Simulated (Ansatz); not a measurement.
# C2HCl3: small, medium and large basis sets

The task here is to estimate one member of a computed series from the others.

The runs use Ansatz 0.2.0, Gaussian basis; one geometry, several basis sets.

Levels to be run: PBE0-D4/def2-SVP; ωB97M-V/def2-SVP; PBE0-D4/def2-QZVPP; ωB97M-V/def2-QZVPP; the functionals' def2-TZVPP values are taken from earlier runs.

## The geometry

The geometry comes from an earlier relaxation with PBE0-D4 in a triple-zeta def2 set; it is a stationary point.

SMILES `ClC=C(Cl)Cl`, 6 atoms, charge 0, spin multiplicity 1.

Atoms are counted from 1 here; the program's logs count them from 0.

Bond lengths: Cl1–C2 1.701 Å, C2–C3 1.329 Å, C2–H6 1.081 Å, C3–Cl4 1.702 Å, C3–Cl5 1.714 Å. Angles: Cl1–C2–C3 123.9°, Cl1–C2–H6 115.6°, C3–C2–H6 120.6°, C2–C3–Cl4 124.1°, C2–C3–Cl5 120.1°, Cl4–C3–Cl5 115.8°.

The first run:

Input file in.yaml:

```yaml
crystal:
  periodic: [false, false, false]
  atoms:
    - {symbol: Cl, position_ang: [-0.078578, -1.861523, 1.063608]}
    - {symbol: C, position_ang: [0.274618, -0.259181, 0.613243]}
    - {symbol: C, position_ang: [-0.161851, 0.308570, -0.506387]}
    - {symbol: Cl, position_ang: [-1.137866, -0.478489, -1.657144]}
    - {symbol: Cl, position_ang: [0.253130, 1.932060, -0.865045]}
    - {symbol: H, position_ang: [0.892648, 0.294563, 1.305525]}
basis:
  gaussian: {orbitals: def2-SVP}
hamiltonian: {xc: pbe0, dispersion: d4}
output: {orbitals: {seedname: orbitals}}
```

On the command line:

```
$ ansatz run in.yaml --threads 2 --pin off --events-out ev --progress --plain --max-ram 4352MiB
```

Steps of the session up to this table: PBE0-D4 in def2-SVP; ωB97M-V in def2-SVP; PBE0-D4 in def2-QZVPP; ωB97M-V in def2-QZVPP.

One table of the session follows, with a row left open; its other results are not shown here.

It belongs to the step «Density functionals: the series». 

| functional | basis | HOMO (eV) |
| --- | --- | --- |
| PBE0-D4 | def2-SVP | -7.19 |
| PBE0-D4 | def2-TZVPP | -7.32 |
| PBE0-D4 | def2-QZVPP | ? |
| ωB97M-V | def2-SVP | -9.26 |
| ωB97M-V | def2-TZVPP | -9.43 |
| ωB97M-V | def2-QZVPP | -9.48 |

**Question.** Estimate the row for PBE0-D4, def2-QZVPP.

**Answer.** HOMO (eV): -7.36. In the column «HOMO (eV)» it lies between ωB97M-V, def2-SVP (-9.26) and PBE0-D4, def2-TZVPP (-7.32).
